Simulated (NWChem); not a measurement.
System: BCl3; SMILES ClB(Cl)Cl

```xyz
4

B      0.0000     0.0000     0.0000
Cl     0.8762     1.5057     0.0000
Cl     0.8659    -1.5116     0.0000
Cl    -1.7420     0.0059     0.0000
```
Atoms are numbered in this order, from 1.

Coordinates come from a PBE0/def2-SVP optimisation.

Q: List the 4 lowest vertical singlet excitations from CAM-B3LYP/def2-SVPD, TDA (NWChem).

A: 
| state | energy (eV) | oscillator strength | leading excitation (squared amplitude) |
|---|---|---|---|
| S1 | 5.87 | 0.000 | HOMO → LUMO (0.99) |
| S2 | 6.77 | 0.000 | HOMO−3 → LUMO (0.99) |
| S3 | 6.77 | 0.000 | HOMO−4 → LUMO (0.99) |
| S4 | 7.31 | 0.176 | HOMO−1 → LUMO (0.82) |
